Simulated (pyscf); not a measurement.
## Four-centre exchange: HO–B(F)–F + silane (SiH₄) → silanol (HO–SiH₃) + F–BH–F

Gas phase, singlet surface, charge 0. Bonds broken: O1–B2, Si6–H7. Bonds formed: O1–Si6, B2–H7. Single points on ωB97X-D3(BJ)/def2-SVP structures (PySCF, gas phase).

Transition state (Å):

```xyz
10

O     -0.6737    -0.2218     0.9368
B     -1.5404    -0.8220    -0.1149
F     -0.9379    -1.8766    -0.7276
F     -2.8326    -0.9756     0.2375
H      0.0108    -0.8191     1.2716
Si    -0.2379     1.1919    -0.3800
H     -1.4925     0.2296    -0.9767
H     -0.1357     1.6236    -1.8135
H     -0.9462     2.2552     0.3653
H      1.1967     0.9896    -0.0134
```

One imaginary mode, 330i cm⁻¹; descent along it reached the two sides named, in the forms told below.

```tsv
bond	change	reactant side (Å)	saddle	product side
O1–B2	breaks	1.351	1.489	1.757
Si6–H7	breaks	1.492	1.690	2.8
O1–Si6	forms	3.2	1.980	1.723
B2–H7	forms	2.8	1.361	1.221
```

Electronic energies relative to the separated reactants (kcal/mol):

| level | barrier | reaction energy | reverse barrier |
|---|---|---|---|
| ωB97X-D3(BJ)/def2-TZVP | 22.8 | +10.5 | 12.3 |
| PBE/def2-TZVP | 22.3 | +12.1 | 10.2 |
| r²SCAN/def2-TZVP | 22.4 | +12.1 | 10.3 |
| B3LYP-D3(BJ)/def2-TZVP | 25.7 | +11.0 | 14.7 |
| PBE0-D3(BJ)/def2-TZVP | 21.9 | +12.5 | 9.4 |
| M06-2X/def2-TZVP | 23.8 | +11.2 | 12.6 |
| ωB97M-D3(BJ)/def2-TZVP | 24.3 | +11.2 | 13.0 |
| HF/def2-TZVP | 40.1 | +11.5 | 28.7 |

With ωB97M-D3(BJ)/def2-TZVP energies and thermal terms (ideal gas, 1 atm, RRHO with modes under 100 cm⁻¹ raised to 100, one conformer, R ln 2 for chiral ones without a mode under 150 cm⁻¹), in kcal/mol:

```json
[
 {"T (K)": "298", "ΔH‡": "25.7", "ΔG‡": "36.6", "ΔH": "+11.7", "ΔG": "+9.9"},
 {"T (K)": "600", "ΔH‡": "25.7", "ΔG‡": "47.6", "ΔH": "+11.7", "ΔG": "+8.2"},
 {"T (K)": "900", "ΔH‡": "26.1", "ΔG‡": "58.5", "ΔH": "+11.6", "ΔG": "+6.4"},
 {"T (K)": "1200", "ΔH‡": "26.7", "ΔG‡": "69.2", "ΔH": "+11.6", "ΔG": "+4.7"}
]
```

On the product side the descent ends in an adduct with a B–O contact, 6.0 kcal/mol under the separated species and 18.3 kcal/mol under the saddle at ωB97X-D3(BJ)/def2-TZVP. What is counted as broken (B–O) persists as a longer contact in the product adduct; parting that adduct is a step of its own. This is the saddle that the search found; another between the same sides may lie lower.
